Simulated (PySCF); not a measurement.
C5H8N (doublet state).
Numbering: `[CH3:1][CH:2]([CH3:3])[CH:4][C:5]#[N:6]` (hydrogens: H7, H8, H9 on C1; H10 on C2; H11, H12, H13 on C3; H14 on C4)

Cartesian coordinates in Å at the PBE0-D3(BJ)/def2-SVP level; atoms count from 1:
```
atom  x, y, z in Å
C1    -1.099   -1.102    0.499
C2    -0.097    0.035    0.345
C3    -0.651    1.167   -0.531
C4     1.206   -0.469   -0.201
C5     2.387    0.258   -0.095
N6     3.374    0.880    0.010
H7    -2.039   -0.738    0.938
H8    -0.708   -1.899    1.149
H9    -1.338   -1.549   -0.479
H10    0.108    0.465    1.343
H11   -0.887    0.799   -1.542
H12   -1.574    1.573   -0.091
H13    0.074    1.989   -0.628
H14    1.242   -1.409   -0.761
```

Method: PBE0-D3(BJ)/def2-SVP geometry optimisation, gas phase (PySCF).

Take the most abundant isotopes and a rigid rotor. The values belong to one conformer with, in the numbering `[CH3:1][CH:2]([CH3:3])[CH:4][C:5]#[N:6]`, C1–C2–C4–C5 -162°.

Give the principal moments of inertia and the rotational constants in cm⁻¹.

Ia = 66.19, Ib = 248.38, Ic = 293.08 u·Å²; 505379 MHz·u·Å²/I gives 7636, 2035 and 1724 MHz, that is A = 0.25470, B = 0.06787, C = 0.05752 cm⁻¹.

Classify the top.

An asymmetric top: κ = (2 × 2035 − 7636 − 1724)/(7636 − 1724) ≈ -0.90.

Is it planar, by Δ = Ic − Ia − Ib?

Not planar: Δ = Ic − Ia − Ib = -21.49 u·Å². For a rigid frame Δ = −2 Σ m c², so Σ m c² = 10.75 u·Å² lies off the ab plane: 6.70 from hydrogen and 4.05 from heavier atoms. The atom farthest from that plane is 1.39 Å away.

Predict some low-J microwave lines.

The dipole components are |μa| = 3.83 D, |μb| = 0.55 D, |μc| = 0.58 D. The squared components, which scale the intensities, stand as 1.00 : 0.02 : 0.02 (a : b : c). Some lines, for components of 0.1 D or more:

```
type  branch         J(Ka,Kc)    MHz  lower level (cm⁻¹)
   a       Q  1(1,0) ← 1(1,1)    310               0.312
   a       Q  2(1,1) ← 2(1,2)    931               0.553
   b       R  2(0,2) ← 1(1,1)   1904               0.312
   a       R  1(0,1) ← 0(0,0)   3759               0.000
   c       Q  2(1,2) ← 2(0,2)   5303               0.376
   c       Q  1(1,1) ← 1(0,1)   5601               0.125
   b       Q  1(1,0) ← 1(0,1)   5911               0.125
   b       Q  2(1,1) ← 2(0,2)   6234               0.376
   a       R  2(1,2) ← 1(1,1)   7208               0.312
   a       R  2(0,2) ← 1(0,1)   7506               0.125
   a       R  2(1,1) ← 1(1,0)   7828               0.323
   b       R  1(1,1) ← 0(0,0)   9360               0.000
   c       R  1(1,0) ← 0(0,0)   9670               0.000
   b       R  2(1,2) ← 1(0,1)  12809               0.125
   c       R  2(1,1) ← 1(0,1)  13740               0.125
   c       Q  2(2,1) ← 2(1,1)  16804               0.584
   b       Q  2(2,0) ← 2(1,1)  16816               0.584
   b       Q  2(2,1) ← 2(1,2)  17734               0.553
   b       R  2(2,1) ← 1(1,0)  24632               0.323
   c       R  2(2,0) ← 1(1,0)  24644               0.323
   c       R  2(2,1) ← 1(1,1)  24942               0.312
   b       R  2(2,0) ← 1(1,1)  24955               0.312
```

Estimate the classical rotational partition function at 25 K, 50 K and 200 K.

Point group C1, symmetry number σ = 1; q = (√π/σ)·√((kT/h)³/(ABC)), k/h = 20836.6 MHz/K: 4070 at 25 K, 11500 at 50 K, 92100 at 200 K.

For this open shell read J as N, the rotation without spin; fine and hyperfine splittings come on top. No PBE0-D3(BJ)/def2-SVP frequencies stand behind this structure, so it isn't proved a minimum. ⟨S²⟩ = 0.770 (exact for a doublet: 0.75). These are rigid-rotor constants of the computed structure; measured ground-state constants (B0) also hold zero-point vibration. A rigid rotor knows nothing of internal rotation, which can split or shift real lines. Quadrupole hyperfine structure (14N) is left out.
